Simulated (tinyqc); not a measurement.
Worked calculation: CIS on RHF in the sto-3g basis, frozen core, for H2O, spin multiplicity 1. One step of it, computed by the program tinyqc.

Task: CIS matrix, singlets. A(ia,jb) = (e_a - e_i) d_ij d_ab + 2 (ia|jb) - (ij|ab).

orbital energies (hartree): MO1 -20.274253, MO2 -1.185173, MO3 -0.513850, MO4 -0.422222, MO5 -0.387957, MO6 0.411696, MO7 0.515652

Two-electron integrals over orbitals (pq|rs), unique and non-zero (hartree); the lowest 1 orbital is frozen and left out:
```
(22|22) 0.727129    (32|32) 0.123565    (33|22) 0.600842    (33|33) 0.574540
(42|22) -0.034897   (42|33) 0.003074    (42|42) 0.129725    (43|32) 0.030196
(43|43) 0.059957    (44|22) 0.652574    (44|33) 0.550383    (44|42) -0.086442
(44|44) 0.669638    (52|52) 0.153620    (53|53) 0.025354    (54|52) -0.041432
(54|54) 0.044674    (55|22) 0.759890    (55|33) 0.588300    (55|42) -0.081334
(55|44) 0.672975    (55|55) 0.880159    (62|22) 0.123406    (62|33) 0.060574
(62|42) 0.038890    (62|44) 0.053776    (62|55) 0.131435    (62|62) 0.091345
(63|32) -0.036145   (63|43) -0.042530   (63|63) 0.077759    (64|22) 0.143332
(64|33) 0.050558    (64|42) -0.052588   (64|44) 0.133360    (64|55) 0.163847
(64|62) 0.058156    (64|64) 0.110183    (65|52) 0.047447    (65|54) 0.008608
(65|65) 0.032541    (66|22) 0.582181    (66|33) 0.535874    (66|42) 0.042766
(66|44) 0.537906    (66|55) 0.569757    (66|62) 0.087175    (66|64) 0.057020
(66|66) 0.569083    (72|32) 0.060529    (72|43) -0.027197   (72|63) 0.026702
(72|72) 0.071237    (73|22) 0.177334    (73|33) 0.088165    (73|42) -0.075485
(73|44) 0.135688    (73|55) 0.209040    (73|62) 0.063572    (73|64) 0.110629
(73|66) 0.047285    (73|73) 0.163337    (74|32) -0.068533   (74|43) -0.020332
(74|63) 0.059271    (74|72) -0.017225   (74|74) 0.071553    (75|53) 0.023935
(75|75) 0.025408    (76|32) 0.079637    (76|43) 0.068070    (76|63) -0.068232
(76|72) -0.001404   (76|74) -0.061175   (76|76) 0.111287    (77|22) 0.601876
(77|33) 0.568416    (77|42) -0.019949   (77|44) 0.565117    (77|55) 0.601939
(77|62) 0.057202    (77|64) 0.056109    (77|66) 0.539302    (77|73) 0.098264
(77|77) 0.584799
```

Give: CIS matrix A, singlet.

Result:

CIS matrix A, singlet (hartree), lower triangle:
```
        2>6      2>7     3>6     3>7     4>6     4>7     5>6     5>7
2>6  1.1974
2>7  0.0000   1.2414
3>6  0.0000  -0.0262  0.5452
3>7  0.0475   0.0000  0.0000  0.7878
4>6  0.0735   0.0000  0.0000  0.1532  0.5164
4>7  0.0000  -0.0145  0.0505  0.0000  0.0000  0.5159
5>6  0.0000   0.0000  0.0000  0.0000  0.0000  0.0000  0.2950
5>7  0.0000   0.0000  0.0000  0.0000  0.0000  0.0000  0.0000  0.3525
```
